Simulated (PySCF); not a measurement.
Working out the ionisation energy of O

O [He] 2s2 2p4 (3P) → O⁺ [He] 2s2 2p3 (4S). Computed with PySCF 2.14 in def2-QZVPPD (8s5p4d2f1g, 66 functions), with the non-relativistic Hamiltonian (point nucleus). Frozen: nothing. Energies in hartree (1 hartree = 27.21139 eV):

```csv
part,O (lower),O⁺ (upper)
UHF,-74.818700,-74.376846
MP2 opposite-spin,-0.139763,-0.095319
MP2 same-spin,-0.040879,-0.033985
```

Question: What does Hartree-Fock give?

Answer: (-74.376846) − (-74.818700) = 0.441854 hartree = 12.023 eV.

Question: What do MP2 and SCS-MP2 (6/5 opposite-spin, 1/3 same-spin) give?

Answer: The opposite-spin parts differ by 1.209 eV and the same-spin parts by 0.188 eV. MP2: 12.023 + (1.209) + (0.188) = 13.420 eV. SCS-MP2: 12.023 + 1.2 × (1.209) + (0.188)/3 = 13.536 eV.

Measured between the centres of the two terms (NIST): 13.608 eV, so MP2 (valence and next inner shell) is off by -0.188 eV.

What remains against the reference includes basis incompleteness and correlation beyond second order.
